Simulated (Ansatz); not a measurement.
A calculation with Ansatz (development build ahead of 0.2.0).

```yaml
crystal:
  periodic: [false, false, false]
  atoms:
    - { symbol: O, position_ang: [-1.45733, -1.91902, 1.07465] }
    - { symbol: S, position_ang: [-0.40234, -0.92069, 0.97161] }
    - { symbol: S, position_ang: [2.14164, -1.47474, 2.29402] }
basis:
  gaussian: { orbitals: STO-3G }
hamiltonian:
  xc: hf
correlation:
  method: fci
  frozen_orbitals: { O: 1, S: 5 }
```

The input is written out in the form of the current development build from the run's settings.

The run gave:

```
Converged          : yes
Reference energy   : -859.92801 hartree
Correlation energy : -0.24224 hartree
Total energy       : -860.17025 hartree
State              : lowest singlet root, of any spatial symmetry
```
